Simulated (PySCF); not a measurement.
Species: methoxyacetonitrile, C₃H₅NO.
Numbering: `[CH3:1][O:2][CH2:3][C:4]#[N:5]` (hydrogens: H6, H7, H8 on C1; H9, H10 on C3)

Computed by this run: PySCF 2.14.0, PBE0-D3(BJ)/def2-SVP geometry optimisation, gas phase; density fitting, grid level 1; the optimiser is geomeTRIC in internal coordinates, started from an MMFF94s structure with every atom displaced at random (about 0.03 Å).

The end geometry, which sets the zero of energy:
```
atom  x, y, z in Å
C1     -1.3475    0.0746    0.1077
O2     -0.4071   -0.3793   -0.8280
C3      0.8679   -0.5506   -0.3130
C4      1.5095    0.7143    0.0946
N5      1.9802    1.7191    0.4216
H6     -2.3147    0.1377   -0.4073
H7     -1.0884    1.0750    0.5008
H8     -1.4425   -0.6253    0.9608
H9      1.4872   -1.0126   -1.0972
H10     0.8802   -1.2297    0.5643
```

Question: These geometries come from the run, each turned onto the end geometry. Order them by energy, lowest first.
A.
```
atom  x, y, z in Å
C1     -1.3299   -0.0168    0.1256
O2     -0.4320   -0.3147   -0.8662
C3      0.8228   -0.5175   -0.3112
C4      1.6542    0.7733    0.0593
N5      2.0843    1.7220    0.3380
H6     -2.3713    0.1722   -0.4102
H7     -1.1239    1.0041    0.5860
H8     -1.4458   -0.7129    0.8493
H9      1.4706   -1.0105   -0.9800
H10     0.7958   -1.1759    0.6137
```
B.
```
atom  x, y, z in Å
C1     -1.3516    0.0753    0.1204
O2     -0.3962   -0.3240   -0.8368
C3      0.8605   -0.5377   -0.3276
C4      1.5557    0.7126    0.0830
N5      2.0766    1.7479    0.4148
H6     -2.3155    0.0802   -0.4159
H7     -1.1595    1.0967    0.5264
H8     -1.4547   -0.6797    0.9601
H9      1.4883   -1.0521   -1.0823
H10     0.8211   -1.1961    0.5623
```
C.
```
atom  x, y, z in Å
C1     -1.3606    0.0728    0.1015
O2     -0.4012   -0.3388   -0.8361
C3      0.8599   -0.5413   -0.3076
C4      1.5355    0.7078    0.0916
N5      2.0340    1.7262    0.4122
H6     -2.3340    0.1134   -0.4028
H7     -1.1204    1.0700    0.5058
H8     -1.4273   -0.6515    0.9470
H9      1.4774   -1.0216   -1.0838
H10     0.8615   -1.2135    0.5767
```

Answer: C (0.034 eV), B (0.178 eV), A (1.131 eV).

In the order of the answer:

| step | E above end (eV) | largest force (eV/Å) | rms force component (eV/Å) | rms distance from end (Å) | rms bond change (Å) | bond most changed (Å) |
| --- | --- | --- | --- | --- | --- | --- |
| 2 | 0.034 | 2.60 | 0.672 | 0.032 | 0.008 | C4≡N5 +0.021 |
| 1 | 0.178 | 5.32 | 1.356 | 0.059 | 0.020 | C4≡N5 +0.049 |
| 0 | 1.131 | 15.28 | 4.027 | 0.112 | 0.066 | C3–C4 +0.104 |

What follows is the cost of the whole optimisation. Time: 32 s of wall time; peak memory 0.38 GiB. Hardware: Intel Xeon Platinum 8488C, one thread, no GPU, shared host with 96 logical CPUs at a one-minute load of 70.
